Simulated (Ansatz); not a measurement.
**C₃H₅NO₂: one species, many methods**

An exercise on one series of results from a longer session: the logs are not shown, and one member is left open.

Program: Ansatz 0.2.0, Gaussian basis. Level of theory: functionals in def2-TZVPP, the program's frozen cores in correlated methods. These are calculated values, not measurements.

Levels to be run: PBE-D4, r2SCAN-D4, PBE0-D4, B3LYP-D4, ωB97X-V, ωB97M-V, B2PLYP; CCSD(T)/def2-TZVPP; MP2/def2-QZVPP; extrapolation to the limit.

### Structure used throughout

An earlier PBE0-D4 in a triple-zeta def2 set relaxation fixed the geometry.

SMILES `O=C=CNCO`, 11 atoms, charge 0, spin multiplicity 1.

Atoms are counted from 1 here; the program's logs count them from 0.

Bond lengths: O1–C2 1.159 Å, C2–C3 1.319 Å, C3–N4 1.419 Å, C3–H7 1.084 Å, N4–C5 1.438 Å, N4–H8 1.011 Å, C5–O6 1.404 Å, C5–H9 1.098 Å, C5–H10 1.105 Å, O6–H11 0.959 Å. Angles: O1–C2–C3 177.2°, C2–C3–N4 120.9°, C2–C3–H7 118.2°, N4–C3–H7 120.9°, C3–N4–C5 116.1°, C3–N4–H8 114.1°, C5–N4–H8 111.7°, N4–C5–O6 106.9°, N4–C5–H9 107.2°, N4–C5–H10 113.1°, O6–C5–H9 112.0°, O6–C5–H10 110.0°, H9–C5–H10 107.8°, C5–O6–H11 108.5°.

Set-up of the first run:

Contents of in.yaml:

```yaml
crystal:
  periodic: [false, false, false]
  atoms:
    - {symbol: O, position_ang: [0.722347, -1.454257, 2.660731]}
    - {symbol: C, position_ang: [0.961335, -1.115651, 1.578641]}
    - {symbol: C, position_ang: [1.190605, -0.774253, 0.325652]}
    - {symbol: N, position_ang: [0.118304, -0.510125, -0.564607]}
    - {symbol: C, position_ang: [-0.487202, 0.789899, -0.458267]}
    - {symbol: O, position_ang: [-1.313561, 0.948625, -1.582253]}
    - {symbol: H, position_ang: [2.220761, -0.699613, -0.004827]}
    - {symbol: H, position_ang: [-0.575902, -1.243444, -0.603832]}
    - {symbol: H, position_ang: [0.327301, 1.526154, -0.439416]}
    - {symbol: H, position_ang: [-1.079090, 0.917773, 0.466490]}
    - {symbol: H, position_ang: [-2.019798, 1.557993, -1.357612]}
basis:
  gaussian: {orbitals: def2-TZVPP}
hamiltonian: {xc: pbe, dispersion: d4}
output: {forces: true, orbitals: {seedname: orbitals}}
```

Started as:

```console
$ ansatz run in.yaml --threads 4 --pin off --events-out ev --progress --plain --max-ram 10444MiB
```

Among the steps run: PBE-D4 (GGA); r2SCAN-D4 (meta-GGA); PBE0-D4 (hybrid); B3LYP-D4 (hybrid); ωB97X-V (range-separated); ωB97M-V (range-separated); B2PLYP (double hybrid); CCSD(T) in def2-TZVPP; MP2 in def2-QZVPP.

One table of the session follows, with a row left open; its other results are not shown here.

It belongs to the step «Atomisation energies». 

| method | atomisation energy (kJ/mol) |
| --- | --- |
| PBE-D4 | 4730.7 |
| r2SCAN-D4 | 4543.4 |
| PBE0-D4 | 4565.9 |
| B3LYP-D4 | 4536.8 |
| ωB97X-V | 4535.7 |
| ωB97M-V | 4546.6 |
| B2PLYP | ? |
| HF/def2-TZVPP | 3013.6 |
| MP2/def2-TZVPP | 4515.4 |
| CCSD/def2-TZVPP | 4279.0 |
| CCSD(T)/def2-TZVPP | 4377.1 |
| MP2/CBS | 4652.4 |
| CCSD(T)/CBS | 4514.2 |

Estimate the missing values for B2PLYP.

As computed: atomisation energy (kJ/mol): 4488.5. In the column «atomisation energy (kJ/mol)» it lies between CCSD(T)/def2-TZVPP (4377.1) and CCSD(T)/CBS (4514.2).

Limits of these values: Free atoms (2 O, 3 C, 1 N, 5 H) were run apart at each level; the atomisation energy is their sum less the molecule, without zero-point or spin-orbit terms.
